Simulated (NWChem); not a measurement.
silicon monoxide (SiO, singlet); SMILES [Si]=O

```xyz
2

Si     0.0000     0.0000     0.5487
O      0.0000     0.0000    -0.9601
```
Atoms are numbered in this order, from 1.

Low-valent species are run as closed-shell singlets; no triplet was tried in these runs. Geometry: optimised at PBE0-D3(BJ)/def2-TZVP.

 Unshifted, non-relativistic core excitations; the lowest 4 roots alone, so stronger bands may lie above.

Problem. List the first Si K-edge excitations from BHandHLYP/cc-pVTZ, restricted-window TDA (NWChem).

Solution. 
| state | energy (eV) | dipole oscillator strength | leading excitation (squared amplitude) |
|---|---|---|---|
| S1 | 1821.2 | 0.0081 | 1s of atom 1 or its equivalents → LUMO (0.93) |
| S2 | 1821.2 | 0.0081 | 1s of atom 1 or its equivalents → LUMO+1 (0.93) |
| S3 | 1825.4 | 0.0021 | 1s of atom 1 or its equivalents → LUMO+2 (0.94) |
| S4 | 1829.1 | 0.0016 | 1s of atom 1 or its equivalents → LUMO+3 (0.99) |
